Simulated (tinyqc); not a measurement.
CCSD on RHF in the sto-6g basis, for HF, spin multiplicity 1, step by step. One step of it, computed by the program tinyqc.

Problem. Orthogonalisation. S = U s U^T; symmetric (Loewdin) form X = U s^(-1/2) U^T, so that X^T S X = 1.

overlap S:
```
           1F 1s     1F 2s    1F 2px    1F 2py    1F 2pz     2H 1s
1F 1s   1.000000  0.232479  0.000000  0.000000  0.000000  0.062097
1F 2s   0.232479  1.000000  0.000000  0.000000  0.000000  0.513228
1F 2px  0.000000  0.000000  1.000000  0.000000  0.000000  0.000000
1F 2py  0.000000  0.000000  0.000000  1.000000  0.000000  0.000000
1F 2pz  0.000000  0.000000  0.000000  0.000000  1.000000  0.377158
2H 1s   0.062097  0.513228  0.000000  0.000000  0.377158  1.000000
```

Give: eigenvalues of S; X.

Solution.

eigenvalues of S: 0.3500  0.8501  1.0000  1.0000  1.1152  1.6847

X:
```
          1F 1s    1F 2s  1F 2px  1F 2py   1F 2pz    2H 1s
1F 1s    1.0223  -0.1325  0.0000  0.0000  -0.0087   0.0233
1F 2s   -0.1325   1.1700  0.0000  0.0000   0.1075  -0.3600
1F 2px   0.0000   0.0000  1.0000  0.0000   0.0000   0.0000
1F 2py   0.0000   0.0000  0.0000  1.0000   0.0000   0.0000
1F 2pz  -0.0087   0.1075  0.0000  0.0000   1.0776  -0.2606
2H 1s    0.0233  -0.3600  0.0000  0.0000  -0.2606   1.2224
```
